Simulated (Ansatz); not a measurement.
**CH₄Al−: a short trajectory**

The task is to watch the atoms for 30 steps of 0.5 fs, started with velocities for 300 K and run with a Nosé-Hoover thermostat.

The runs use Ansatz 0.2.0, Gaussian basis; BLYP-D4/6-31G.

1 further run of the same task is left out (it didn't finish).

**1. Starting geometry**

SMILES `[CH2-][AlH2]`, 6 atoms, charge -1, spin multiplicity 1.

Atoms are counted from 1 here; the program's logs count them from 0.

Bond lengths: C1–Al2 1.896 Å, C1–H3 1.120 Å, C1–H4 1.121 Å, Al2–H5 1.657 Å, Al2–H6 1.638 Å. Angles: Al2–C1–H3 106.7°, Al2–C1–H4 106.7°, H3–C1–H4 103.8°, C1–Al2–H5 137.6°, C1–Al2–H6 129.2°, H5–Al2–H6 93.2°.

As a file:

| atom | x (Å) | y (Å) | z (Å) |
| --- | --- | --- | --- |
| C1 | -0.2382 | -1.1484 | 0.3716 |
| Al2 | 0.0448 | 0.6985 | 0.0512 |
| H3 | -0.9193 | -1.5149 | -0.4390 |
| H4 | 0.7332 | -1.6642 | 0.1569 |
| H5 | 0.5751 | 1.6564 | -1.1924 |
| H6 | -0.1956 | 1.9725 | 1.0517 |

**2. The run**

File md/in.yaml:

```yaml
crystal:
  periodic: [false, false, false]
  atoms:
    - {symbol: C, position_ang: [-0.238190, -1.148380, 0.371620]}
    - {symbol: Al, position_ang: [0.044840, 0.698540, 0.051160]}
    - {symbol: H, position_ang: [-0.919320, -1.514890, -0.439030]}
    - {symbol: H, position_ang: [0.733160, -1.664150, 0.156890]}
    - {symbol: H, position_ang: [0.575070, 1.656400, -1.192380]}
    - {symbol: H, position_ang: [-0.195560, 1.972470, 1.051730]}
basis:
  gaussian: {orbitals: 6-31G}
total_charge: -1
hamiltonian: {xc: {name: BLYP}, dispersion: d4}
md: {n_steps: 30, timestep: 0.5, temperature: 300, ensemble: nvt_nose_hoover, seed: 657, initial_velocities: maxwell_boltzmann}
```

Started as:

```sh
$ ansatz run in.yaml --threads 2 --pin off --events-out ev --progress --plain --max-ram 3481MiB
```

What does the calculation give? Wanted: temperature at the start; mean temperature, second half; lowest and highest potential energy, from the first frame; largest change of potential + kinetic.

As calculated:

```
                                                 quantity              value
                                                   length  30 steps, 15.0 fs
                                 temperature at the start              300 K
                            mean temperature, second half             1575 K
lowest and highest potential energy, from the first frame    -1221 and 0 meV
                    largest change of potential + kinetic           24.3 meV
```

**Reading.** The system runs downhill by 1.22 eV, and that energy turns into motion. The thermostat trades energy with the molecule, so the sum of potential and kinetic energy isn't conserved: it changes by -24 meV over the run. The mean temperature of the second half is still well above the 300 K set. With 6 atoms the instant temperature spans 300 to 2614 K. No bond breaks or forms, judged by distance.
